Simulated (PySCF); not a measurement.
Ionisation energies (eV) were calculated with PySCF 2.14 by PBE0, UHF, LDA, in another order, as differences of total energies without spin-orbit coupling. The measured values are between term centres (NIST).

```tsv
species	measured	A	B	C
B (aug-cc-pVTZ, non-relativistic)	8.297	8.037	8.642	8.645
S (aug-cc-pV(T+d)Z, non-relativistic)	10.336	9.243	10.569	10.409
Zn⁺ (aug-cc-pVTZ-DK, spin-free X2C)	17.964	16.856	19.026	18.331
Br (aug-cc-pVTZ-DK, spin-free X2C)	11.844	10.717	12.073	11.794
Tc (aug-cc-pVTZ-PP with ECP28MDF, ECP)	7.119	5.536	7.317	6.715
Sn⁺ (aug-cc-pVTZ-DK3, spin-free X2C)	14.282	13.742	14.400	14.252
Ta (aug-cc-pVTZ-PP with ECP60MDF, ECP)	7.573	5.739	7.621	7.045
Re (aug-cc-pVTZ-PP with ECP60MDF, ECP)	7.834	5.925	8.049	7.342
```

Which column is which method?

A is UHF (mean error -1.18 eV); B is LDA (mean error 0.31 eV); C is PBE0 (mean error -0.09 eV). Hartree-Fock lacks the correlation of the electron removed and comes out lowest. LDA overbinds the outer electron and comes out highest. PBE0, with a quarter of exact exchange, lies close to experiment on average.
